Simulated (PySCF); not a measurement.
**NMR data sheet: 3-methyl-1-butene**

* Formula: C5H10
* SMILES: C=CC(C)C
* InChI: InChI=1S/C5H10/c1-4-5(2)3/h4-5H,1H2,2-3H3
* Point group of the computed structure: Cs
* Degrees of unsaturation: 1
* Carbon signals: 4
* Proton signals: 5

Atom-mapped SMILES (the numbers label the heavy atoms): `[CH2:1]=[CH:2][CH:3]([CH3:4])[CH3:5]`; H(Xn) means a hydrogen on atom n. Ha(C1) is cis to C3; Hb(C1) is trans to C3.

- PBE0-D3(BJ)/def2-TZVP geometry
- NMR shieldings at B97-2/pcSseg-2/GIAO
- run in PySCF
- single conformer, rapidly exchanging positions averaged, no relativistic terms, no solvent model

References, each an isolated molecule treated in the same way: ¹H (σ = 31.64 ppm), ¹³C (σ = 185.38 ppm) vs TMS.

| carbon | δC, type | δH (multiplicity) | HMBC from (2–3 bonds) | span of the C tensor (ppm) |
| --- | --- | --- | --- | --- |
| C1 | 118.3, CH2 | Ha(C1) 5.28 (m); Hb(C1) 5.11 (m) | H(C2), H(C3) | 197 |
| C2 | 157.7, CH | 5.97 (m) | Ha(C1), Hb(C1), H(C3), H(C4)/H(C5) | 239 |
| C3 | 41.1, CH | 2.28 (m) | H(C2), Ha(C1), Hb(C1), H(C4)/H(C5) | 21 |
| C4/C5 | 25.8, CH3 | 1.01 (d) | H(C2), H(C3), H(C4)/H(C5) | 40 |

- Carbon types of the structure: 2 × CH, 1 × CH2, 2 × CH3, which accounts for all hydrogens.
- δC 157.7: alkene CH; the olefinic region.
- δC 118.3: terminal =CH2 carbon; the olefinic region.
- δC 41.1: allylic sp3 CH; a saturated carbon with 3 carbon neighbours and no heteroatom attached.
- δH 5.97: hydrogen on an alkene CH; a vinylic proton, deshielded by the sp2 carbon and the C=C anisotropy.
- δH 2.28: hydrogen on an allylic sp3 CH; allylic position.

Shifts are as computed. Against solution values, carbons near 30 ppm lie about +3 ppm off and those near 130 ppm about +7 ppm. Of 1309 compounds with measured shifts, 239 miss one by over three times the rms of a fit or turn the order of signals round; such compounds aren't used in these exercises. Multiplicities follow the n + 1 count of equivalent neighbours, as no J values were calculated; m marks all less simple cases, F and P coupling included.
